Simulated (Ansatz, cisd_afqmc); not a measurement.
System: HF, charge 0, singlet. HF (SMILES F).
B3LYP-D3(BJ)/def2-TZVP minimum from Ansatz (a quantum-chemistry and plane-wave program):
```xyz
2

F      0.0000     0.0000    -0.0925
H      0.0000     0.0000     0.8321
```
Charge 0, spin multiplicity 1.

Total energies in cc-pVQZ, 8 correlated electrons, 1 frozen orbitals. Radicals and triplets start from unrestricted determinants; spin-orbit coupling is neglected. Cores are frozen in correlated methods. No relativity. AFQMC is phaseless with a CISD trial state; ± is one standard error, without the phaseless bias. Outlying blocks are dropped, and bars are widened where a walk drifts. Over all cases where full CI ran beside it in this data, AFQMC minus full CI had a median of +0.1 mEh and passed +0.4 mEh in a tenth of the cases.

```csv
method,program,energy (Eh),minus CCSDT(Q) (mEh)
HF,Ansatz,-100.06726,306.12
MP2,Ansatz,-100.36514,8.23
CCSD,Ansatz,-100.36523,8.14
CCSD(T),Ansatz,-100.37310,0.27
CCSDT(Q),Ansatz,-100.37337,0.00
AFQMC/CISD,cisd_afqmc,-100.3731 ± 0.0003,0.3 ± 0.3
```

Rough core times of Ansatz's runs on a shared machine: CCSD(T) under 20 s, CCSDT(Q) 40 s.
